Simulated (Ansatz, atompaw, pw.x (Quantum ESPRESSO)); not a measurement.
What a changed setting does to a pw.x run (fcc W)

Potential: PAW, atompaw 4.2.0.5, PBEsol; core [Xe] 4f14, reference 5d4 6s1.5 6p0.5; waves: 6s (bound): rc 2.45 bohr; 6s channel at 1.9 Ry: rc 2.45 bohr; 6p (bound): rc 3.00 bohr; 6p channel at 1.4 Ry: rc 3.00 bohr; 5d (bound): rc 3.00 bohr; 5d channel at 0.1 Ry: rc 3.00 bohr; local part: ultrasoft scheme with l = 3 at 0.5 Ry, radius 1.68 bohr; core correction: smooth core density matched at 2.00 bohr; augmentation: besselshape compensation charge, radius 2.60 bohr; PAW radius 3.00 bohr; waves and projectors: custom rrkj gramschmidtortho.

The reference run (k-mesh 14³, cutoffs 40/400 Ry, Fermi–Dirac 0.01 Ry, mixing_beta 0.4, conv_thr 1e-9, no spin) gives 0.52 GPa at 15.995 Å³/atom, where all-electron LAPW gives 0.14 GPa. This run, with its own iteration cap, changes ecutwfc to 5, a wrong or extreme entry chosen on purpose.

```
&control
  calculation='scf', prefix='x', pseudo_dir='./', outdir='./tmp', tstress=.true., disk_io='none'
/
&system
  ibrav=0, nat=1, ntyp=1, ecutwfc=5, ecutrho=400, nbnd=10,
  occupations='smearing', smearing='fd', degauss=0.01
/
&electrons
  conv_thr=1e-09, mixing_beta=0.4, electron_maxstep=70
/
ATOMIC_SPECIES
W 1.0 W.UPF
CELL_PARAMETERS angstrom
  0.00000000 1.99979164 1.99979164
  1.99979164 0.00000000 1.99979164
  1.99979164 1.99979164 0.00000000
ATOMIC_POSITIONS crystal
W 0.0000 0.0000 0.0000
K_POINTS automatic
14 14 14 0 0 0
```

```bash
pw.x < W.scf.in > W.scf.out
```

Problem. How does the run end?

Solution. It stops with "cdiaghg: S matrix not positive definite".

```
Message from routine setup:
     using ibrav=0 with symmetry is DISCOURAGED, use correct ibrav instead
     lattice parameter (alat)  =       5.3444  a.u.
     unit-cell volume          =     107.9396 (a.u.)^3
     number of electrons       =         6.00
     number of Kohn-Sham states=           10
     kinetic-energy cutoff     =       5.0000  Ry
     charge density cutoff     =     400.0000  Ry
     scf convergence threshold =      1.0E-09
     Exchange-correlation= SLA PW PSX PSC
     number of k points=   104  Fermi-Dirac smearing, width (Ry)=  0.0100
     Error in routine cdiaghg (34):
     S matrix not positive definite
```

The run took about 1.2 s on one core of a shared host (AMD EPYC 9R45 96-Core Processor, 96 threads, 376 GiB, load 79).
